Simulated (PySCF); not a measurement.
Spectrum to structure. Theory: TDDFT PBE0/def2-SVPD, vertical, gas phase, core orbitals frozen in the response in PySCF. Geometries: PBE0-D3(BJ)/def2-SVP, one conformer each. Relativistic effects are left out although some hold elements past zinc.

| state | E (eV) | f |
| --- | --- | --- |
| S1 | 5.92 | 0.146 |
| S2 | 5.98 | 0.041 |
| S3 | 6.43 | 0.013 |
| S4 | 6.48 | 0.050 |
| S5 | 6.67 | 0.536 |
| S6 | 6.85 | 0.019 |
| S7 | 6.92 | 0.037 |
| S8 | 7.13 | 0.028 |
| S9 | 7.27 | 0.081 |
| S10 | 7.46 | 0.035 |

Triplets computed (Tamm–Dancoff): 4.08, 5.19, 5.48, 6.02 eV.

Orbital energies (eV): HOMO-3 -9.36, HOMO-2 -9.17, HOMO-1 -7.42, HOMO -6.77, LUMO 0.01, LUMO+1 0.27, LUMO+2 0.81.

Question: Which candidate is it?
A. `CC(C)OC1COC1`
B. `C=C/C=C/C=C`
C. `CCC/C=C/C[AsH2]`

Answer: C. Its S1 lies at 5.92 eV; the nearest of the others has S1 at 6.88 eV. S1 is HOMO→LUMO (60%), HOMO→LUMO+1 (27%), HOMO-1→LUMO (10%). Löwdin shares by element: HOMO carbon 56% or more, arsenic 24% (atoms not listed hold the other 20%); LUMO carbon 53% or more, arsenic 19% (atoms not listed hold the other 27%). At the same level the other candidates give, for their lowest levels:
- `C=C/C=C/C=C`: 4.78 eV (f 1.089); 5.94 eV (f 0.000); 6.24 eV (f 0.000); 6.38 eV (f 0.011); 6.59 eV (f 0.000); T1 2.43 eV; HOMO -6.27, LUMO -1.49 eV
- `CC(C)OC1COC1`: 6.88 eV (f 0.005); 6.91 eV (f 0.003); 7.05 eV (f 0.023); 7.38 eV (f 0.009); 7.48 eV (f 0.020); HOMO -7.29, LUMO 0.61 eV

Conformer computed: `[CH3:1][CH2:2][CH2:3]/[CH:4]=[CH:5]/[CH2:6][AsH2:7]`: C1–C2–C3–C4 179°, C2–C3–C4–C5 118°, C4–C5–C6–As7 110°, H–As7–C6–C5 -77°, H–As7–C6–C5 -170°.
